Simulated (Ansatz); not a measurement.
**CH4FSi radical: how energies converge with the basis set**

The task here is to estimate one member of a computed series from the others.

Method: one geometry, several basis sets; program: Ansatz 0.2.0, Gaussian basis.

Levels to be run: PBE0-D4/def2-SVP; ωB97M-V/def2-SVP; PBE0-D4/def2-QZVPP; ωB97M-V/def2-QZVPP; the functionals' def2-TZVPP values are taken from earlier runs.

## The relaxed structure

An earlier PBE0-D4 in a triple-zeta def2 set relaxation fixed the geometry.

SMILES `[CH2][SiH2]F`, 7 atoms, charge 0, spin multiplicity 2.

Atoms are counted from 1 here; the program's logs count them from 0.

Bond lengths: C1–Si2 1.828 Å, C1–H4 1.085 Å, C1–H5 1.086 Å, Si2–F3 1.601 Å, Si2–H6 1.486 Å, Si2–H7 1.486 Å. Angles: Si2–C1–H4 122.6°, Si2–C1–H5 122.3°, H4–C1–H5 115.1°, C1–Si2–F3 109.0°, C1–Si2–H6 111.6°, C1–Si2–H7 111.7°, F3–Si2–H6 107.7°, F3–Si2–H7 107.6°, H6–Si2–H7 109.0°.

The first run:

File in.yaml:

```yaml
crystal:
  periodic: [false, false, false]
  atoms:
    - {symbol: C, position_ang: [-0.871855, 0.281091, -0.615850]}
    - {symbol: Si, position_ang: [0.588583, -0.157269, 0.392460]}
    - {symbol: F, position_ang: [0.652611, -1.749494, 0.550518]}
    - {symbol: H, position_ang: [-1.536047, -0.465999, -1.038520]}
    - {symbol: H, position_ang: [-1.135955, 1.310670, -0.837917]}
    - {symbol: H, position_ang: [0.509888, 0.430550, 1.755286]}
    - {symbol: H, position_ang: [1.853975, 0.282452, -0.251678]}
basis:
  gaussian: {orbitals: def2-SVP}
magnetization: {spin_polarized: true, initial_magnetization: 1}
hamiltonian: {xc: pbe0, dispersion: d4}
output: {orbitals: {seedname: orbitals}}
```

Among the steps run: PBE0-D4 in def2-SVP; ωB97M-V in def2-SVP; PBE0-D4 in def2-QZVPP; ωB97M-V in def2-QZVPP.

One of the session's tables, all rows but one given; the rest of the session is left out.

It belongs to the step «Density functionals: the series». 

| functional | basis | HOMO (eV) | LUMO (eV) |
| --- | --- | --- | --- |
| PBE0-D4 | def2-SVP | -7.23 | -2.37 |
| PBE0-D4 | def2-TZVPP | -7.29 | -2.57 |
| PBE0-D4 | def2-QZVPP | -7.30 | -2.61 |
| ωB97M-V | def2-SVP | -9.25 | -0.37 |
| ωB97M-V | def2-TZVPP | -9.32 | -0.70 |
| ωB97M-V | def2-QZVPP | ? | ? |

Estimate the missing values for ωB97M-V, def2-QZVPP.

**Answer.** HOMO (eV): -9.33; LUMO (eV): -0.78. In the column «HOMO (eV)» it is the lowest.
